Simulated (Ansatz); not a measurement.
Two shapes of singlet CH₂.

Shape 1:

```xyz
3

C     0.0429    0.0231   -0.1909
H    -0.0360    0.8966    0.5370
H     0.0445   -0.8464    0.5222
```

Shape 2:

```xyz
3

C     0.0473   -0.0721   -0.1255
H    -0.0184    0.9109    0.6502
H     0.1560   -0.8733    0.5090
```

Basis set: aug-cc-pVDZ (spherical functions). Left uncorrelated: 1 orbital. Charge 0, multiplicity 1.

Computed with Ansatz (development build ahead of 0.2.0); each method stands on the lowest determinant of its kind that the runs found.

Problem. Which shape is lower in energy, and by how much in each method?

Solution.

```csv
method,E(2) − E(1) (eV)
RHF,0.377
RHF-MP2,0.379
```

Shape 1 is lower. Caution: in another basis set an unrestricted determinant lies well below; another spin multiplicity may lie lower.
